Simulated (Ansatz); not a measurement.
# Al₂NH (quintet): wave-function methods side by side, cc-pVDZ

Aim: climb from Hartree-Fock through coupled cluster for Al₂NH (quintet) at one geometry and basis, and see what each rung misses.

Method: cc-pVDZ, correlated electrons: outside noble gas; program: Ansatz 0.2.0, Gaussian basis.

Plan: UHF; CCSD(T) on ROHF; CCSD(T) on UHF; BCCD(T) on ROHF; CISD; CCSDT(Q) on ROHF; CCSDT(Q) on UHF.

### 1 The system

The geometry is a PBE0/def2-TZVP stationary point (not a proven minimum) of the parent state, kept for this charge and spin.

4 atoms, charge 0, spin multiplicity 5.

Atoms are counted from 1 here; the program's logs count them from 0.

Bond lengths: Al1–Al2 2.591 Å, Al1–H4 1.603 Å, Al2–N3 1.750 Å. Angles: Al2–Al1–H4 120.6°, Al1–Al2–N3 159.8°.

In the tables R marks a restricted open-shell determinant and U an unrestricted one; correlation energies count from the lowest restricted Hartree-Fock solution.

### 2 UHF

in.yaml reads:

```yaml
crystal:
  periodic: [false, false, false]
  atoms:
    - {symbol: Al, position_ang: [0.000000, -0.162621, 1.857018]}
    - {symbol: Al, position_ang: [0.000000, 0.205260, -0.708096]}
    - {symbol: N, position_ang: [0.000000, -0.160437, -2.419003]}
    - {symbol: H, position_ang: [0.000000, 1.088104, 2.859862]}
basis:
  gaussian: {orbitals: cc-pVDZ}
magnetization: {spin_polarized: true, initial_magnetization: 4}
hamiltonian: {xc: hf}
output: {orbitals: {seedname: orbitals}}
```

Command:

```bash
$ ansatz run in.yaml --threads 1 --pin off --events-out ev --progress --plain --max-ram 2393MiB
```

The runs that follow: CCSD(T) on ROHF; CCSD(T) on UHF; BCCD(T) on ROHF; CISD; CCSDT(Q) on ROHF; CCSDT(Q) on UHF.

**Question.** What will the summary of the whole plan be? Wanted: correlation energy, UCCSDT(Q); RMP2 from UCCSDT(Q); UMP2 from UCCSDT(Q); RCCSD from UCCSDT(Q); RCCSD(T) from UCCSDT(Q); UCCSD(T) from UCCSDT(Q); RCCSDT(Q) from UCCSDT(Q); T1 diagnostic.

**Answer**, as computed:

| quantity | value |
| --- | --- |
| correlation energy, UCCSDT(Q) | -6.6288 eV |
| RMP2 from UCCSDT(Q) | +32.54 kcal/mol |
| UMP2 from UCCSDT(Q) | +32.61 kcal/mol |
| RCCSD from UCCSDT(Q) | +6.04 kcal/mol |
| RCCSD(T) from UCCSDT(Q) | +1.65 kcal/mol |
| UCCSD(T) from UCCSDT(Q) | +1.64 kcal/mol |
| RCCSDT(Q) from UCCSDT(Q) | +0.05 kcal/mol |
| levels of the table within 1 kcal/mol (43 meV) | RCCSDT, UCCSDT, RCCSDT(Q) |
| T1 diagnostic | 0.041 |

**Reading.** RCCSD(T) misses by +1.65 kcal/mol, 1.1 % of the correlation energy. These misses are within one basis, not against nature; the frozen cores of restricted and unrestricted runs differ, which can shift their rows.
